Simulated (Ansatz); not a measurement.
**Antiferromagnetic (type II) rock-salt MnS**

All values below come from rVV10 (Ansatz, a program for electronic structure, plane waves, PAW).

Numerical settings: plane-wave cutoff 500 eV, spin-polarised with opposed moments, scalar-relativistic PAW data made under PBE.

Cell (relaxed at this level):

```yaml
crystal:
  lattice:
    - [5.14458, 2.55604, 2.55604]
    - [2.55604, 5.14458, 2.55604]
    - [2.55604, 2.55604, 5.14458]
  atoms:
    - { symbol: Mn, position: [0.00000, 0.00000, 0.00000] }
    - { symbol: Mn, position: [0.50000, 0.50000, 0.50000] }
    - { symbol: S, position: [0.25000, 0.25000, 0.25000] }
    - { symbol: S, position: [0.75000, 0.75000, 0.75000] }
```

```
Item                                               Value
-----------------------------------------------  -------
magnetic moment (largest site, within a sphere)  4.07 μB
```

Moments are spin moments.
